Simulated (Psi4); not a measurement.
# One shape, several levels: triplet BHF2

We compute a comparison of 4 runs (U-revPBE/def2-TZVPP, UB3LYP/def2-TZVPP, UM06-L/def2-TZVPP, UPBE0/def2-TZVPP) of triplet BHF2. 

The results are computed with Psi4 1.11.

2 further runs of the same task are left out: 2 set aside as unsound or not needed.

### 1 The system as given

BHF2 has 4 atoms, charge 0, and is taken as a triplet. SMILES of the parent species: `FBF`. Geometry: relaxed at PBE0-D4/def2-TZVP. That shape belongs to the parent species and isn't relaxed for this state.

Bond lengths: F1–B2 1.313 Å, B2–F3 1.313 Å, B2–H4 1.191 Å. Angles: F1–B2–F3 118.1°, F1–B2–H4 121.0°, F3–B2–H4 121.0°.

### 2 The energy at U-revPBE/def2-TZVPP (run 1)

The input, bf2h.xyz:

```xyz
4
BF2H
F      1.154300     0.456900    -0.361900
B     -0.001900    -0.031000     0.025200
F     -1.095400     0.528700    -0.438900
H     -0.057000    -0.954600     0.775600
```

The input, run.py:

```python
import psi4

psi4.set_memory('1600 MB')
psi4.set_num_threads(1)
psi4.core.set_output_file('psi4.out', False)

with open('bf2h.xyz') as f:
    atoms = ''.join(f.readlines()[2:])
mol = psi4.geometry('0 3\n' + atoms + 'symmetry c1\nno_reorient\nno_com')

psi4.set_options({
    'basis': 'def2-TZVPP',
    'reference': 'uks',
    'puream': True,
    'e_convergence': 1e-09,
    'd_convergence': 1e-08,
    'scf_type': 'pk',
    'dft_radial_points': 99,
    'dft_spherical_points': 590,
    'maxiter': 200,
})

result, w = psi4.energy("revpbe", return_wfn=True)
psi4.oeprop(w, "LOWDIN_CHARGES", "MULLIKEN_CHARGES", "DIPOLE")
print(f'total energy {result:.8f} hartree = {result * 27.211386:.5f} eV')
```

On the command line:

```sh
python run.py
```

psi4.out:

```text
[...]
  Running in c1 symmetry.
[...]
  Nuclear repulsion =   61.888554759542060
[...]
  Multiplicity = 3
[...]
  Nalpha       = 13
  Nbeta        = 11
[...]
    Number of basis functions: 107
[...]
   @UKS iter   1:  -224.91038981321665   -1.32934e-01   4.13243e-03 DIIS/ADIIS
[...]
   @UKS iter  12:  -224.99909329522200   -4.60432e-12   4.33014e-09 DIIS
[...]
   @S^2 Observed:                2.002494908E+00
[...]
    Orbital Energies [Eh]
    ---------------------
    Alpha Occupied:
       1A    -24.317825     2A    -24.317813     3A     -6.590872
       4A     -1.167624     5A     -1.141839     6A     -0.557533
       7A     -0.504676     8A     -0.502094     9A     -0.453167
      10A     -0.403981    11A     -0.402183    12A     -0.397300
      13A     -0.083629
    Alpha Virtual:
      14A      0.009549    15A      0.037194    16A      0.042694
      17A      0.099670    18A      0.117443    19A      0.246294
      20A      0.255814    21A      0.352126    22A      0.365039
      23A      0.395028    24A      0.409462    25A      0.467894
[...]
  @UKS Final Energy:  -224.99909329522200
   => Energetics <=
    Nuclear Repulsion Energy =             61.8885547595420604
    One-Electron Energy =                -434.6051954141211127
    Two-Electron Energy =                 172.9994645740404735
    DFT Exchange-Correlation Energy =     -25.2819172146834070
    Empirical Dispersion Energy =           0.0000000000000000
    VV10 Nonlocal Energy =                  0.0000000000000000
    Total Energy =                       -224.9990932952219964
[...]
 Multipole Moments:
 ------------------------------------------------------------------------------------
     Multipole            Electronic (a.u.)      Nuclear  (a.u.)        Total (a.u.)
 ------------------------------------------------------------------------------------
 L = 1.  Multiply by 2.5417464519 to convert [e a0] to [Debye]
 Dipole X            :         -0.8984563            0.8760770           -0.0223793
 Dipole Y            :        -15.0396601           14.6657865           -0.3738735
 Dipole Z            :         12.2195663          -11.9158571            0.3037093
 Magnitude           :                                                    0.4822049
[...]
  Mulliken Charges: (a.u.)
   Center  Symbol    Alpha    Beta     Spin     Total
       1     F     4.67205  4.42625  0.24580 -0.09831
       2     B     3.02957  1.97258  1.05699 -0.00215
       3     F     4.67199  4.42626  0.24572 -0.09825
       4     H     0.62639  0.17490  0.45149  0.19871
   Total alpha = 13.00000, Total beta = 11.00000, Total charge = -0.00000
  Lowdin Charges: (a.u.)
   Center  Symbol    Alpha    Beta     Spin     Total
       1     F     4.42412  4.14422  0.27990  0.43167
       2     B     3.52855  2.48784  1.04071 -1.01640
[...]
```

On the terminal:

```text
total energy -224.99909330 hartree = -6122.53718 eV
```

Run time: 12 s. Hardware: 1 thread of AMD EPYC 9R45 (Zen 5), shared host; peak memory 0.58 GiB.

### 3 The energy at UB3LYP/def2-TZVPP (run 2)

The input, bf2h.py:

```python
import psi4

psi4.set_memory('1600 MB')
psi4.set_num_threads(1)
psi4.core.set_output_file('bf2h.out', False)

mol = psi4.geometry("""
0 3
F      2.18131087     0.86341587    -0.68389188
B     -0.00359048    -0.05858151     0.04762110
F     -2.07000600     0.99909820    -0.82940080
H     -0.10771439    -1.80393256     1.46567158
units bohr
symmetry c1
no_reorient
no_com
""")

psi4.set_options({
    'basis': 'def2-TZVPP',
    'reference': 'uks',
    'puream': True,
    'e_convergence': 1e-09,
    'd_convergence': 1e-08,
    'scf_type': 'pk',
    'dft_radial_points': 99,
    'dft_spherical_points': 590,
    'maxiter': 200,
})

result = psi4.energy('b3lyp')
print(f'b3lyp energy: {result:.10f} Eh')
```

On the command line:

```sh
python bf2h.py
```

bf2h.out:

```text
[...]
  Running in c1 symmetry.
[...]
  Nuclear repulsion =   61.888554693034997
[...]
  Multiplicity = 3
[...]
  Nalpha       = 13
  Nbeta        = 11
[...]
    Number of basis functions: 107
[...]
   @UKS iter   1:  -224.99920032638235   -2.20891e-01   4.18126e-03 ADIIS/DIIS
[...]
   @UKS iter  12:  -225.07127156527326   -1.84741e-12   5.52400e-09 DIIS
[...]
   @S^2 Observed:                2.004108826E+00
[...]
    Orbital Energies [Eh]
    ---------------------
    Alpha Occupied:
       1A    -24.732735     2A    -24.732726     3A     -6.833375
       4A     -1.272037     5A     -1.245606     6A     -0.629636
       7A     -0.574222     8A     -0.569078     9A     -0.524099
      10A     -0.474595    11A     -0.469319    12A     -0.463688
      13A     -0.119754
    Alpha Virtual:
      14A      0.025317    15A      0.054593    16A      0.058893
      17A      0.115788    18A      0.137059    19A      0.280576
      20A      0.289012    21A      0.380377    22A      0.396122
      23A      0.417364    24A      0.434019    25A      0.497304
[...]
  @UKS Final Energy:  -225.07127156527326
   => Energetics <=
    Nuclear Repulsion Energy =             61.8885546930349975
    One-Electron Energy =                -434.7948662182400881
    Two-Electron Energy =                 168.3404392758450285
    DFT Exchange-Correlation Energy =     -20.5053993159132091
    Empirical Dispersion Energy =           0.0000000000000000
    VV10 Nonlocal Energy =                  0.0000000000000000
    Total Energy =                       -225.0712715652732641
[...]
 Multipole Moments:
 ------------------------------------------------------------------------------------
     Multipole            Electronic (a.u.)      Nuclear  (a.u.)        Total (a.u.)
 ------------------------------------------------------------------------------------
 L = 1.  Multiply by 2.5417464519 to convert [e a0] to [Debye]
 Dipole X            :         -0.9054154            0.8760770           -0.0293383
 Dipole Y            :        -15.1562414           14.6657865           -0.4904549
 Dipole Z            :         12.3142880          -11.9158570            0.3984309
 Magnitude           :                                                    0.6325772
[...]
```

Standard output:

```text
b3lyp energy: -225.0712715653 Eh
```

Run time: 12 s. Hardware: 1 thread of AMD EPYC 9R45 (Zen 5), shared host; peak memory 0.58 GiB.

Run 3 isn't shown in full; the table further down has it.

### 4 Energy and gradient at UPBE0/def2-TZVPP (run 4)

The input, job.dat:

```
memory 1600 MB

molecule {
  0 3
  F      1.154300     0.456900    -0.361900
  B     -0.001900    -0.031000     0.025200
  F     -1.095400     0.528700    -0.438900
  H     -0.057000    -0.954600     0.775600
  units angstrom
  symmetry c1
  no_reorient
  no_com
}

set reference uks
set puream true
set e_convergence 1e-09
set d_convergence 1e-08
set scf_type pk
set dft_radial_points 99
set dft_spherical_points 590
set maxiter 200

e_tot, wfn = gradient("pbe0/def2-TZVPP", return_wfn=True)
oeprop(wfn, "MULLIKEN_CHARGES", "LOWDIN_CHARGES", "DIPOLE", title="PBE0")
print_variables()
```

On the command line:

```sh
psi4 job.dat job.out -n 1
```

job.out, cut to the lines that bear on the results:

```text
[...]
  Running in c1 symmetry.
[...]
  Nuclear repulsion =   61.888554759542060
[...]
  Multiplicity = 3
[...]
  Nalpha       = 13
  Nbeta        = 11
[...]
    Number of basis functions: 107
[...]
   @UKS iter   1:  -224.77786117989598   -2.57782e-01   3.81000e-03 DIIS/ADIIS
[...]
   @UKS iter  12:  -224.83831835257496   -4.94538e-12   3.98243e-09 DIIS
[...]
   @S^2 Observed:                2.004166130E+00
[...]
  @UKS Final Energy:  -224.83831835257496
   => Energetics <=
    Nuclear Repulsion Energy =             61.8885547595420604
    One-Electron Energy =                -434.8286706255249214
    Two-Electron Energy =                 167.1570899421560341
    DFT Exchange-Correlation Energy =     -19.0552924287481034
    Empirical Dispersion Energy =           0.0000000000000000
    VV10 Nonlocal Energy =                  0.0000000000000000
    Total Energy =                       -224.8383183525749587
[...]
  -Total Gradient:
     Atom            X                  Y                   Z
    ------   -----------------  -----------------  -----------------
       1       -0.049965132299     0.003117757371    -0.002945511706
       2       -0.002557056921    -0.041664256929     0.033841439087
       3        0.050219695762    -0.000118039568     0.000514681879
       4        0.002301267954     0.038644139209    -0.031394018856
[...]
 Multipole Moments:
 ------------------------------------------------------------------------------------
     Multipole            Electronic (a.u.)      Nuclear  (a.u.)        Total (a.u.)
 ------------------------------------------------------------------------------------
 L = 1.  Multiply by 2.5417464519 to convert [e a0] to [Debye]
 Dipole X            :         -0.9080804            0.8760770           -0.0320034
 Dipole Y            :        -15.2006421           14.6657865           -0.5348556
 Dipole Z            :         12.3503643          -11.9158571            0.4345072
 Magnitude           :                                                    0.6898487
[...]
  Mulliken Charges: (a.u.)
   Center  Symbol    Alpha    Beta     Spin     Total
       1     F     4.67634  4.46757  0.20877 -0.14391
       2     B     3.01327  1.94656  1.06671  0.04017
       3     F     4.67627  4.46758  0.20869 -0.14385
[...]
```

Wall time 16 s (1 thread of AMD EPYC 9R45 (Zen 5), shared host); peak memory 0.58 GiB.

### 5 Overview of the runs

| run | level | task | energy (Eh) | dipole moment (D) | HOMO energy (eV) | ⟨S²⟩ | wall time |
| --- | --- | --- | --- | --- | --- | --- | --- |
| 1 | U-revPBE/def2-TZVPP | energy | -224.999093 | 1.23 | -2.28 | 2.002 | 12 s |
| 2 | UB3LYP/def2-TZVPP | energy | -225.071272 | 1.61 | -3.26 | 2.004 | 12 s |
| 3 | UM06-L/def2-TZVPP | energy | -225.026965 | 1.30 | -2.12 | 2.006 | 25 s |
| 4 | UPBE0/def2-TZVPP | gradient | -224.838318 | 1.75 | -3.56 | 2.004 | 16 s |

### 6 Outcome

| quantity | value |
| --- | --- |
| run 4: total energy | -224.83832 Eh |
| run 4: dipole moment | 1.75 D |
| run 4: HOMO energy (highest over α and β) | -3.56 eV |
| run 4: ⟨S²⟩ | 2.004 |
| run 4: largest force on an atom | 2.763 eV/Å |

**Reading.** The dipole moment (its size) runs from 1.23 D (U-revPBE/def2-TZVPP) to 1.75 D (UPBE0/def2-TZVPP). Totals of different functionals can't be ranked against each other. All runs together took 65 s, the longest 25 s.
